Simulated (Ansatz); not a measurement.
# MgBH₃ (SMILES [BH2][MgH]): single points off equilibrium

An exercise on one series of results from a longer session: the logs are not shown, and one member is left open.

Method: single points in def2-TZVPP; program: Ansatz 0.2.0, Gaussian basis.

Correlated methods freeze the cores. The outer core shell of Li, Na, Mg and K is correlated.

### The starting structure

SMILES `[BH2][MgH]`, 5 atoms, charge 0, spin multiplicity 1.

Atoms are counted from 1 here; the program's logs count them from 0.

Bond lengths: B1–Mg2 2.134 Å, B1–H3 1.178 Å, B1–H4 1.208 Å, Mg2–H5 1.719 Å. Angles: Mg2–B1–H3 124.5°, Mg2–B1–H4 125.7°, H3–B1–H4 109.8°, B1–Mg2–H5 177.8°.

Coordinates:

```
B     0.0034   -0.8802    0.2994
Mg    0.0288    1.1319   -0.4096
H     0.7328   -1.3082    1.1189
H    -0.7699   -1.7410   -0.0490
H     0.0159    2.7709   -0.9273
```

The first run:

Input file run/in.yaml:

```yaml
crystal:
  periodic: [false, false, false]
  atoms:
    - {symbol: B, position_ang: [0.003400, -0.880200, 0.299400]}
    - {symbol: Mg, position_ang: [0.028800, 1.131900, -0.409600]}
    - {symbol: H, position_ang: [0.732800, -1.308200, 1.118900]}
    - {symbol: H, position_ang: [-0.769900, -1.741000, -0.049000]}
    - {symbol: H, position_ang: [0.015900, 2.770900, -0.927300]}
basis:
  gaussian: {orbitals: def2-TZVPP}
correlation: {method: ccsd_t}
output: {forces: true}
```

The command line of these runs was not kept.

Among the steps run: CCSD(T)/def2-TZVPP; PBE0-D4/def2-TZVPP; wB97M-V/def2-TZVPP; r2SCAN-D4/def2-TZVPP; PBE-D4/def2-TZVPP; BLYP-D4/def2-TZVPP; HSE06-D4/def2-TZVPP.

One table of the session follows, with a row left open; its other results are not shown here.

```
   method  RMS force component (eV/Å)  angle to CCSD(T) forces (°)  dipole (D)
  CCSD(T)                       0.534                    reference        0.65
  PBE0-D4                       0.513                          3.1        0.76
  wB97M-V                       0.511                          6.1        0.73
r2SCAN-D4                       0.515                          3.2        0.77
   PBE-D4                       0.494                          9.4        0.78
  BLYP-D4                           ?                            ?           ?
 HSE06-D4                       0.514                          3.2        0.76
```

**Question.** Estimate the row for BLYP-D4.

**Answer.** RMS force component (eV/Å): 0.511; angle to CCSD(T) forces (°): 3.7; dipole (D): 0.77.
